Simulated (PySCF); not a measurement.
Bonding in `[SiH3]C[SiH3]`

Compound: CH8Si2.
Numbering: `[SiH3:1][CH2:2][SiH3:3]` (hydrogens: H4, H5, H6 on Si1; H7, H8 on C2; H9, H10, H11 on Si3)

Structure used (GFN2-xTB), in Å, numbered top down from 1:
```
atom  x, y, z in Å
Si1    1.4539    0.7305    0.0116
C2     0.2263   -0.7106   -0.1298
Si3   -1.6051   -0.2520    0.0697
H4     2.8219    0.2310   -0.1644
H5     1.1748    1.7232   -1.0276
H6     1.3406    1.3535    1.3318
H7     0.4820   -1.4617    0.6189
H8     0.3644   -1.1945   -1.0978
H9    -1.9932    0.7052   -0.9682
H10   -1.8291    0.3355    1.3925
H11   -2.4310   -1.4575   -0.0626
```

Bond orders from the PBE0/pcSseg-1 density (PySCF). Geometry: GFN2-xTB; no solvent, vibrations or thermal averaging.

(1) Where do the orders between heavy atoms depart from those drawn in the SMILES?

(2) Set the Mayer orders of the bonds beside their lengths.

(3) Sum the orders of all bonds at each heavy atom with more than one neighbour and set the sums beside the valence in the SMILES.

Answers

(1) The largest departure is 0.077, at C2–Si3 (drawn single, 0.923) and Si1–C2 (drawn single, 0.924).

(2) 
```json
{"bond": "Si1–C2", "drawn as": "single", "length (Å)": "1.898", "Mayer order": "0.924"}
{"bond": "C2–Si3", "drawn as": "single", "length (Å)": "1.898", "Mayer order": "0.923"}
{"bond": "Si1–H4", "drawn as": "single", "length (Å)": "1.467", "Mayer order": "0.947"}
{"bond": "Si1–H5", "drawn as": "single", "length (Å)": "1.464", "Mayer order": "0.947"}
{"bond": "Si1–H6", "drawn as": "single", "length (Å)": "1.464", "Mayer order": "0.947"}
{"bond": "C2–H7", "drawn as": "single", "length (Å)": "1.091", "Mayer order": "0.936"}
{"bond": "C2–H8", "drawn as": "single", "length (Å)": "1.091", "Mayer order": "0.936"}
{"bond": "Si3–H9", "drawn as": "single", "length (Å)": "1.464", "Mayer order": "0.947"}
{"bond": "Si3–H10", "drawn as": "single", "length (Å)": "1.465", "Mayer order": "0.947"}
{"bond": "Si3–H11", "drawn as": "single", "length (Å)": "1.467", "Mayer order": "0.947"}
```

(3) Si1 3.765 (drawn 4), C2 3.719 (drawn 4), Si3 3.764 (drawn 4). Orders between atoms that aren't bonded are not in these sums.

For a closed shell the Mayer order of atoms A and B is Σ (PS)μν (PS)νμ over the basis functions μ on A and ν on B, with P the density and S the overlap matrix.

These values come from a run that also computed NMR shieldings. Time: 6.2 s of wall time. Hardware: one thread of an Arm Neoverse V1, shared host.
